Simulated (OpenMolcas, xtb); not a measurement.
**A ladder of methods for AlH2F (SMILES [F][AlH2])**

The species is AlH2F (4 atoms), meant as a singlet with charge 0. As SMILES, `[F][AlH2]`. The shape comes from GFN2-xTB, which is rough for such elements, and wasn't checked as a minimum.

Each level gives the vertical ionisation energy (to the doublet cation) (eV). The values are calculated.

```json
{"level": "GFN1-xTB", "kind": "semi-empirical", "program": "xtb", "value (eV)": "16.27", "less FCI/STO-3G": "+8.94", "CPU time (all runs)": "under 2 s"}
{"level": "HF/STO-3G", "kind": "Hartree–Fock", "program": "OpenMolcas", "value (eV)": "7.27", "less FCI/STO-3G": "-0.06", "CPU time (all runs)": "4.2 s"}
{"level": "SVWN5/STO-3G", "kind": "LDA", "program": "OpenMolcas", "value (eV)": "7.60", "less FCI/STO-3G": "+0.27", "CPU time (all runs)": "8.4 s"}
{"level": "PBE/STO-3G", "kind": "GGA", "program": "OpenMolcas", "value (eV)": "7.64", "less FCI/STO-3G": "+0.31", "CPU time (all runs)": "11 s"}
{"level": "r2SCAN/STO-3G", "kind": "meta-GGA", "program": "OpenMolcas", "value (eV)": "7.86", "less FCI/STO-3G": "+0.53", "CPU time (all runs)": "13 s"}
{"level": "M06-2X/STO-3G", "kind": "hybrid meta-GGA", "program": "OpenMolcas", "value (eV)": "8.40", "less FCI/STO-3G": "+1.07", "CPU time (all runs)": "13 s"}
{"level": "FCI/STO-3G, open shells restricted", "kind": "exact in the basis", "program": "OpenMolcas", "value (eV)": "7.33", "less FCI/STO-3G": "0.00", "CPU time (all runs)": "9.8 s"}
```

FCI/STO-3G, open shells restricted is exact within its basis and frozen core, so for wave-function methods in that basis the difference is their error; functionals converge differently with the basis, so for them it is only a difference. The values span 7.27 to 16.27 eV. The xTB values lack the empirical shift that such differences need. All rows use very small basis sets, so even the best lies far from the true value. CPU times are rough (shared hosts, several kinds of processor): they show what a rung costs within a factor of a few.
